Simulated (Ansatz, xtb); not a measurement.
**A geometry optimisation of H5OSi2− with r2SCAN-D4/def2-SVPD**

The starting geometry of this gas-phase singlet has its atoms placed at random.

```xyz
8

O    -0.1086    1.6172    1.4320
Si   -1.5112    0.2623    0.2634
Si    0.3909   -0.4656    0.1928
H     1.9576   -0.5548    0.4081
H     0.8208    0.5743    1.2956
H     0.7795   -2.0997    0.3848
H    -1.5400   -0.9846   -1.2869
H     1.1015   -0.5365    1.7889
```

**Question.** Guess where an optimisation with r2SCAN-D4/def2-SVPD ends from this start.

**Answer.** It ends as `O[SiH-][SiH3]`. Distances that change by over a tenth: Si2–Si3 (2.04 → 2.41 Å), Si3–H6 (1.69 → 1.52 Å), Si3–H8 (1.75 → 1.52 Å). Contacts that open: Si3–H5 (1.58 → 3.19 Å). Contacts that close: O1–Si2 (2.27 → 1.78 Å), O1–H5 (1.40 → 0.96 Å), Si2–H7 (1.99 → 1.56 Å).

The energy falls by 8.40 eV over 20 steps:

```csv
step,E − E(last) (eV)
1,8.397
3,3.622
5,1.381
7,0.470
9,0.160
12,0.032
14,0.018
16,0.002
18,0.000
20,0.000
```

Final geometry (Å):

```xyz
8

O    -0.7200    1.6657    1.0253
Si   -1.2739    0.0074    0.6711
Si    0.8250   -1.1745    0.7695
H     2.0736   -0.5615    0.1388
H     0.0446    1.9092    0.4924
H     0.7528   -2.5372    0.1060
H    -1.1459    0.0162   -0.8831
H     1.3343   -1.5127    2.1585
```

From the same start GFN2-xTB reaches the same bonding as this run.

From so rough a start the end depends on the optimiser's path, so another program may land elsewhere. No frequencies were run, so the end isn't proven a minimum. Run with Ansatz 0.2.0, 39 s on 2 threads of Arm Neoverse V2 (shared host).
